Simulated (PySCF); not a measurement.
**Computed NMR parameters against published values**

Structure with atom numbers: `[CH2:1]=[CH:2][C:3]#[N:4]` (H(Xn): hydrogen on atom n). Ha(C1) is cis to C3; Hb(C1) is trans to C3.

Measured values that the calculation should reproduce: δ $^{1}$H Ha(C1) 6.24; Hb(C1) 6.11; H(C2) 5.69 ppm (measured; solution, not stated per compound (mostly CDCl3 or CCl4); Pretsch, Buehlmann, Badertscher, Structure Determination of Organic Compounds, 4th ed. (2009)). Coupling constants: $^{3}J$(H(C2),Hb(C1)) (cis) 11.8 Hz, $^{3}J$(H(C2),Ha(C1)) (trans) 17.9 Hz, $^{2}J$(Ha(C1),Hb(C1)) 0.9 Hz, $^{1}J$(C2,H(C2)) 176.7 Hz.

One conformer, no solvent, non-relativistic Hamiltonian. Couplings computed with B3LYP/pcJ-1; PBE0-D3(BJ)/def2-SVP geometry; σ from GIAO-PBE/pcSseg-2; PySCF.

(1) How close does the calculation come?

(2) How far are the unscaled $^{1}$H shifts from the references?

Results:

(1) 
Reference values: measured (solution, not stated per compound (mostly CDCl3 or CCl4); Pretsch, Buehlmann, Badertscher, Structure Determination of Organic Compounds, 4th ed. (2009)).
```
 atoms   quantity  reference  computed
Ha(C1)  δ $^{1}$H       6.24      6.35
Hb(C1)  δ $^{1}$H       6.11      6.13
 H(C2)  δ $^{1}$H       5.69      5.79
```

Computed shifts are σ(ref) − σ with the named reference compound (TMS for H and C) calculated as an isolated molecule at the same level.

Coupling constants in Hz:
| coupling | reference | computed | source |
| --- | --- | --- | --- |
| $^{3}J$(H(C2),Hb(C1)) cis | 11.8 | 13.3 | measured; solution (compiled); Pretsch, Buehlmann, Badertscher, Structure Determination of Organic Compounds, 4th ed., Springer 2009 |
| $^{3}J$(H(C2),Ha(C1)) trans | 17.9 | 19.8 | measured; solution (compiled); Pretsch, Buehlmann, Badertscher, Structure Determination of Organic Compounds, 4th ed., Springer 2009 |
| $^{2}J$(Ha(C1),Hb(C1)) | 0.9 | 1.7 | measured; solution (compiled); Pretsch, Buehlmann, Badertscher, Structure Determination of Organic Compounds, 4th ed., Springer 2009 |
| $^{1}J$(C2,H(C2)) | 176.7 | 180.2 | measured; liquid or solution (compiled); San Fabian, Garcia de la Vega, Suardiaz et al., Magn. Reson. Chem. 2013, 51, 775 (SI) |

(2) Mean signed difference +0.08 ppm, mean absolute 0.08 ppm over 3 comparisons; the largest is +0.11 ppm at Ha(C1) (hydrogen on a terminal =CH2 carbon).

7 of the 9 published NMR values on file for this molecule are compared. The rest: values whose atom or origin is in doubt.

Unscaled 3J(H,H) at this level run about 10 % above measured values.
